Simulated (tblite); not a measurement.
Compound: C5H9P.
Structure used (GFN2-xTB), in Å, numbered top down from 1:
```
atom  x, y, z in Å
C1     2.180    0.126   -0.281
C2     0.819    0.120    0.276
C3    -0.336    0.729    0.371
C4    -1.156    1.891   -0.005
P5    -0.331   -0.828    1.362
C6    -1.057   -2.051    0.130
H7     2.354    1.040   -0.849
H8     2.321   -0.732   -0.938
H9     2.914    0.057    0.522
H10   -1.477    2.425    0.889
H11   -2.048    1.567   -0.541
H12   -0.585    2.567   -0.641
H13   -0.263   -2.518   -0.449
H14   -1.589   -2.826    0.678
H15   -1.752   -1.555   -0.546
```

Computed with GFN2-xTB (tblite): harmonic, unscaled wavenumbers at the GFN2-xTB geometry, gas phase. Against measured fundamentals such values can be off by several per cent, at times by over 20. The optimisation stopped once no atom felt more than 0.01 eV/Å.

Lowest wavenumbers of the output (negative numbers stand for imaginary wavenumbers):
```
mode    cm-1
  1     -94.1
  2      78.9
  3      86.8
  4     143.0
  5     156.3
  6     187.8
  7     290.0
  8     317.7
  9     388.5
 10     605.3
 11     643.8
 12     689.3
 13     831.3
 14     839.4
 15     869.8
```

Q: Is this structure a minimum?

A: No. 1 mode is imaginary beyond 20i (94i cm⁻¹), so at this level the point lies at or near a first-order saddle.

Q: Which atoms move in the imaginary mode?

A: 94i: H13 (methyl hydrogen) 34 %, H15 (methyl hydrogen) 34 %, H14 (methyl hydrogen) 29 %. These are shares of the mass-weighted motion.

Q: What is the remedy?

A: Step along that mode in both directions, optimise again with tighter thresholds and repeat the frequencies. The zero-point energy of this point (76.1 kcal/mol) counts the 38 real modes alone, and thermal corrections from it aren't those of a minimum.

Hardware: an INTEL XEON PLATINUM 8581C at 2.30 GHz with one thread, no GPU, shared host with 96 logical CPUs at a one-minute load of 9.1. Cost: 0.35 s of wall time. This covers the Hessian and the dipole derivatives.
